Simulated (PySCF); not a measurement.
**Running PySCF for ClF**

Input:

```python
from pyscf import gto, scf, cc

mol = gto.M(
    atom='Cl 0 0 0; F 0 0 1.585',
    basis='jorge-dzp',
    charge=0,
    spin=0,
    symmetry=True,
    verbose=3,
)
mf = scf.RHF(mol)
mf.kernel()
mycc = cc.CCSD(mf, frozen=6)
mycc.kernel()
e = mycc.ipccsd(nroots=4)[0]
print('roots (eV) =', (e*27.211386).round(3))
mf.dip_moment()
print('orbital energies (hartree):', mf.mo_energy[..., max(0, mol.nelec[1]-3):mol.nelec[0]+3].round(4))
```

```bash
$ OMP_NUM_THREADS=1 python input.py
```

It prints:

```
converged SCF energy = -558.869302325843
E(CCSD) = -559.208377101386  E_corr = -0.3390747755427512
roots (eV) = [12.263 12.263 16.999 16.999]
Dipole moment(X, Y, Z, Debye):  0.00000,  0.00000, -1.30626
orbital energies (hartree): [-0.7084 -0.488  -0.488   0.085   0.5242  0.5242]
```

In short: E(SCF) = -558.869302 Eh, E(CCSD) − E(SCF) = -0.33907 Eh, μz(SCF) = -1.31 D, ionisation roots 12.263, 12.263, 16.999, 16.999 eV.

It ran on Arm Neoverse V1 (1 thread, shared host) in 1.4 s.

Stability towards an unrestricted solution was not tested. The bond length is a typed value, not an optimised one.
